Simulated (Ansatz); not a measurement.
Seven cases of atomisation energy with Al to Br (electronic energies, kcal/mol); geometries: B3LYP-D3(BJ)/def2-TZVP. The cases were drawn at random from those of this class that have a high level and all functionals, leaving out states under which another spin lies or may lie. Left out are anions, K, Ca, elements past Kr, ionisation of Li, Na and Mg, pi-pi* triplets of linear molecules and other triplets made from a closed-shell parent. Runs that doubt their state, and full CI more than 15 mEh from coupled cluster, are set aside; a case stays where another high level and all functionals remain. AFQMC serves as high level only in triple zeta or larger, with a steady walk, a bar under 0.8 kcal/mol and agreement with other high levels or trials where they ran; where none ran, an unstable determinant or (outside 3d species) a high T1 diagnostic also bars it, so strongly correlated cases are thinned. No case was kept or dropped by the size of a functional's miss. High levels with a bar over 0.5 kcal/mol are left out too, and the seventh case lies inside the range of the six. Affinities count positive where energy is released, gaps as the second state minus the first. r2SCAN is by Ansatz (an electronic-structure program) in def2-TZVPD. High levels (Ansatz): P = CCSD(T)/CBS(cc-pV(Q+d)Z,cc-pV(5+d)Z) + [CCSDT(Q) - CCSD(T)]/cc-pV(5+d)Z + [CCSDTQ - CCSDT(Q)]/cc-pV(D+d)Z + core + X2C; Q = CCSD(T)/CBS(cc-pV(Q+d)Z,cc-pV(5+d)Z) + [CCSDT(Q) - CCSD(T)]/cc-pV(D+d)Z + core + X2C; R = CCSD(T)/CBS(cc-pV(Q+d)Z,cc-pV(5+d)Z) + [CCSDT(Q) - CCSD(T)]/cc-pV(Q+d)Z + [CCSDTQ - CCSDT(Q)]/cc-pV(D+d)Z + core + X2C; S = CCSD(T)/CBS(cc-pV(T+d)Z,cc-pV(Q+d)Z) + [CCSDT(Q) - CCSD(T)]/cc-pV(T+d)Z + core + X2C; T = CCSD(T)/CBS(cc-pVQZ,cc-pV5Z) + [CCSDT(Q) - CCSD(T)]/cc-pVTZ + [CCSDTQ - CCSDT(Q)]/cc-pVDZ. UHF or UKS for unpaired electrons; spin-orbit terms are left out. Cores are frozen in correlated methods (noble-gas shells, and filled d and f shells in the p block). Rows without X2C or -DK are non-relativistic. CBS(X,Y): correlation extrapolated as X^-3, Hartree-Fock from the larger set (Q,5: extrapolated as (X+1)exp(-9√X)). A bracket is a step between two methods taken in the basis named. Functionals run without relativity, which enters their misses. '+ core + X2C': CCSD(T) terms for core correlation (cc-pwCVTZ, 1s frozen past Ne) and scalar relativity (cc-pVTZ-DK). For partners of very few electrons the exact lower level stands in for a higher one. The T1 diagnostic of OSi (O=[Si], singlet) reaches 0.030 in the sets run.

```tsv
case	r2SCAN	level	high level
BNH2Cl2 (SMILES ClB(N)Cl)	530.6	Q	528.0
SiO (SMILES O=[Si])	187.5	R	192.5
GeF2 (SMILES [F][Ge][F])	258.6	T	261.5
CCl (SMILES [C]Cl, doublet)	101.4	R	98.1
SiH3S (SMILES [SiH3][S], doublet)	314.1	S	312.8
AlCl (SMILES [Al][Cl])	120.5	P	122.5
BPH3 (SMILES B[PH], doublet)	333.9	S	withheld
```

Question: Fit a straight line from r2SCAN to the high level over the first six rows by least squares, predict the seventh, and compare with the calculation.

Answer: Means: r2SCAN 252.12, high level 252.57. Sxx = 125651, Sxy = 124776, slope 0.9930, intercept +2.21 kcal/mol; residual standard deviation 3.5 kcal/mol. Seventh row: 0.9930·(333.9) +2.21 = 333.8 kcal/mol. The calculation gave 328.3 kcal/mol: the line differs from it by +5.5, r2SCAN itself by +5.6.
